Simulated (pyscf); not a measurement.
PySCF, gas phase, ωB97X-D3(BJ)/def2-SVP geometries.

### Question
What is the homolytic dissociation enthalpy (298 K, ωB97M-D3(BJ)/def2-TZVP) of the C–Ga bond of H₃C–Ga(NH₂)–NH₂ (SMILES [CH3][Ga]([NH2])[NH2]), to CH₃• + [H₂N–Ga–NH₂]•?

### Answer
C–Ga to CH₃• + [H₂N–Ga–NH₂]•: 78.2 kcal/mol. The 7 functionals that were run give +71.9 (r²SCAN) to +81.4 kcal/mol (ωB97X-D3(BJ)). The radicals are drawn with the spin at the cut bond; how far it spreads was not checked. Other isomers of [H₂N–Ga–NH₂]• were not searched in full and may lie lower. Elements up to Kr have no core potential and no relativistic terms here.
